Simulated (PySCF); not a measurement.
B3LYP has the VWN-RPA correlation part, as in Gaussian. 

**Cl, SMILES `[Cl]` (charge 0, multiplicity 2)**

All values below come from B3LYP-D3(BJ)/def2-TZVP run with PySCF.

```
Quantity                                              Result
-----------------------------  -----------------------------
highest occupied spin orbital                       -9.27 eV
dipole moment                                         0.00 D
total energy                                    -460.1670 Ha
cost                           very roughly 2.7 core-seconds
```

Bonded distances (Å): .
Charge 0, spin multiplicity 2.
